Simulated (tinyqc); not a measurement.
Extended Hueckel theory, for BH3+, step by step. The parameters take no account of the charge, which enters only through the electron count. One step of it, computed by the program tinyqc.

Question. Mulliken analysis. P = C n C^T; charge = valence electrons (B 3, H 1) minus the sum of (P S)_ii on the atom; overlap population = 2 sum P_ij S_ij between two atoms.

coefficients, order 1B 2s, 1B 2px, 1B 2py, 1B 2pz, 2H 1s, 3H 1s, 4H 1s:
```
[[0.541780, 0.000000, -0.000100, 0.000988, -0.001948, 0.000000, 1.619016],
 [-0.000012, 0.000000, 0.329757, 0.000000, 1.386588, 0.000000, 0.002240],
 [0.000000, 0.329668, 0.000000, 0.000000, 0.000000, 1.387318, 0.000000],
 [0.000034, 0.000000, 0.000000, 0.999999, 0.000002, 0.000000, -0.001733],
 [0.266036, 0.000000, 0.638921, -0.000324, -1.054829, 0.000000, -0.852811],
 [0.266018, 0.553240, -0.319435, -0.000325, 0.528846, -0.914837, -0.850610],
 [0.266018, -0.553240, -0.319435, -0.000325, 0.528846, 0.914837, -0.850610]]
```

occupations: [2.000000, 2.000000, 1.000000, 0.000000, 0.000000, 0.000000, 0.000000]

overlap S, order 1B 2s, 1B 2px, 1B 2py, 1B 2pz, 2H 1s, 3H 1s, 4H 1s:
```
[[1.000000, 0.000000, 0.000000, 0.000000, 0.517120, 0.517133, 0.517133],
 [0.000000, 1.000000, 0.000000, 0.000000, 0.548790, -0.274162, -0.274162],
 [0.000000, 0.000000, 1.000000, 0.000000, 0.000000, 0.475409, -0.475409],
 [0.000000, 0.000000, 0.000000, 1.000000, -0.000486, -0.000486, -0.000486],
 [0.517120, 0.548790, 0.000000, -0.000486, 1.000000, 0.110681, 0.110681],
 [0.517133, -0.274162, 0.475409, -0.000486, 0.110681, 1.000000, 0.110528],
 [0.517133, -0.274162, -0.475409, -0.000486, 0.110681, 0.110528, 1.000000]]
```

Give: charges; Overlap populations.

Answer.

charges: [1.1194, 0.1994, -0.1594, -0.1594]

Overlap populations:
```
pair      value
2-1    0.529311
3-1    0.702749
3-2   -0.013847
4-1    0.702749
4-2   -0.013847
4-3   -0.081476
```
